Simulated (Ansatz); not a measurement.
# MgH, doublet in cc-pVQZ: errors against full CI

Geometry: a point of a stretch scan, not a stationary point.

```xyz
2

Mg    0.0000    0.0000    0.0000
H     0.0000    0.0000    3.2590
```

Basis cc-pVQZ; Ansatz 0.2.0. Correlated methods freeze the noble-gas cores, which leaves 3 electrons in 84 orbitals. R marks a restricted (for open shells ROHF) determinant, U an unrestricted one. Active spaces: valence = (3e, 5o) chosen from the atoms' valence shells. The metal's outer-core shells are frozen, which leaves out core–valence correlation.

Full CI is exact within this basis and frozen core; it isn't the basis-set limit. The frozen core follows each run's orbitals, which can shift R against U totals by a few meV.

* UHF ⟨S²⟩: 0.844
* T1 diagnostic (RCCSD): 0.0475
* largest doubles amplitude (RCCSD): 0.079
* T1 diagnostic (UCCSD): 0.0537

```
                   level  E − E(full CI) (kcal/mol)  share of correlation (%)  wall time
                     RHF                      23.36                      0.00          –
                     UHF                      22.31                      4.49          –
                    RMP2                       7.03                     69.89          –
                    UMP2                       7.71                     67.01          –
                   RCCSD                       0.21                     99.12          –
                   UCCSD                       0.16                     99.33          –
                RCCSD(T)                       0.07                     99.68       12 s
                UCCSD(T)                       0.06                     99.76       13 s
                 BCCD(T)                       0.07                     99.71      3.6 s
                  RCCSDT                       0.00                    100.00       38 s
                  UCCSDT                       0.00                    100.00       39 s
  CASSCF (valence space)                       3.41                     85.42          –
  NEVPT2 (valence space)                       1.38                     94.11      1.8 s
  MRCISD (valence space)                       0.49                     97.89          –
MRCISD+Q (valence space)                       0.48                     97.96      2.8 s
```

The correlation energy at full CI, counted from RHF, is -1.013 eV. That run took 6 s on 1 thread of AMD EPYC 7B13, shared host over 76,124 determinants.

Times hold each run's SCF and search for its determinant on a shared host, so for small cases they say little of a method's own cost; they ran on 1 thread of AMD EPYC 7B13. Some runs computed forces too.

The full-CI state has the irrep A1 of C2v, in the program's axes (one component, if the state is degenerate).

Natural occupations of full CI about the gap: 1.859 0.996 0.051 0.041 0.041 0.004 0.003 0.001 0.001 0.001; effectively unpaired electrons, Σ n²(2−n)², 1.09.
